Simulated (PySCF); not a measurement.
## Core-level binding energies of difluorodisulfane

Difluorodisulfane, S2F2.
Bonds: F1–S2, S2–S3, S3–F4.

Computed, not measured: delta-SCF UKS SCAN, pcX-2 on the ionised atom, pcseg-1 elsewhere, spin-free X2C in PySCF. Vertical ΔSCF values, vacuum level as zero.

Question: What binding energy does each computed site have?

Answer: 
```csv
atom(s),environment,level,binding energy (eV),count
F1/F4,sulfur-bound fluorine,F 1s,692.39,2
S2/S3,sulfur bonded to F and S,S 1s,2480.54,2
```

Question: Give the binding energy of S 1s of S2/S3 in hartree and in kJ/mol.

Answer: 2480.54 eV = 91.1582 Eh = 239336 kJ/mol.

Atoms equivalent by their bonding share one computed value, that of the first of them. Not every level is listed. Geometry: PBE0-D3(BJ)/def2-SVP; no solvent, vibrations or thermal averaging.

The run took 6.5 s on an Arm Neoverse V2 with one thread, no GPU, shared host with 96 logical CPUs at a one-minute load of 68, and the process peaked at 0.46 GiB of memory.

Conformer computed: `[F:1][S:2][S:3][F:4]`: F1–S2–S3–F4 -89°.
